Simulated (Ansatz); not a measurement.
We consider rutile TiO2, described by LDA (plane waves, PAW; Ansatz, a quantum-chemistry and plane-wave program).

Run with plane-wave cutoff 520 eV, 6×6×8 k mesh (along the axes of the cell as run), no spin polarisation, scalar-relativistic PAW data made under PBE.

Computed at the level's own relaxed cell.

```
TiO2
1.0
    4.54818     0.00000     0.00000
    0.00000     4.54818     0.00000
    0.00000     0.00000     2.91721
Ti O
2 4
Cartesian
  0.00000   0.00000   0.00000
  2.27409   2.27409   1.45860
  1.38249   1.38249   0.00000
  3.65658   0.89160   1.45860
  0.89160   3.65658   1.45860
  3.16569   3.16569   0.00000
```

Task: Give the elastic tensor (Voigt notation, GPa, ions relaxed, in the Cartesian axes of the cell as printed).

Result: 
```
  296.9   219.7   174.5     0.0     0.0     0.0
  219.7   296.9   174.5     0.0     0.0     0.0
  174.5   174.5   528.0     0.0     0.0     0.0
    0.0     0.0     0.0   125.2     0.0     0.0
    0.0     0.0     0.0     0.0   125.2     0.0
    0.0     0.0     0.0     0.0     0.0   245.1
```

Measured, for comparison: elastic constant C11 268 GPa, elastic constant C12 175 GPa, elastic constant C44 124 GPa, elastic constant C33 484 GPa, elastic constant C13 147 GPa, elastic constant C66 190 GPa (room temperature, not corrected to a static lattice; as tabulated in Elasticity of TiO2 rutile to 1800 K). Computed (rounded) less measured: elastic constant C11 +11 %, elastic constant C12 +26 %, elastic constant C44 +0.8 %, elastic constant C33 +9 %, elastic constant C13 +19 %, elastic constant C66 +29 %. A static lattice is as a rule a little smaller and stiffer than an uncorrected measurement, which narrows the difference in the elastic constant C33 and would widen misses of the other sign.

Static lattice: no zero-point or thermal effects.
